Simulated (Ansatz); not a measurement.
# doublet NO: levels of theory in one basis

```
atom   x (Å)   y (Å)   z (Å)
   N  0.0000  0.0000  0.0000
   O  0.0000  0.0000  1.5800
```

Basis set: def2-SVP (spherical functions). Correlated methods keep 2 orbitals frozen. Correlation on ROHF uses semicanonical orbitals with singles. Charge 0, multiplicity 2.

Computed with Ansatz (development build ahead of 0.2.0); each method stands on the lowest determinant of its kind that the runs found.

```csv
method,E − E(ROHF) (eV),<S²> of the determinant
ROHF,0.00,0.75
UHF,-3.02,1.92
ROHF-MP2,-8.04,–
```

(1) What does UHF-MP2 give on the same scale?

(2) Is a single determinant a sound starting point here?

## Answers

(1) -9.23 eV.

(2) It is doubtful. Unrestricted orbitals lower Hartree–Fock by 3.02 eV and <S²> is 1.92 where a pure state has 0.75, a sign of strong static correlation.

Caution for ROHF, ROHF-MP2: an unrestricted determinant lies well below. Caution for UHF, UHF-MP2: the unrestricted determinant is a mixture of spin states. Caution for ROHF-MP2, UHF-MP2: bonds are stretched, where a single reference can fail; forces differ strongly between restricted and unrestricted references. Caution for ROHF-MP2: other determinants can give a lower correlated total.
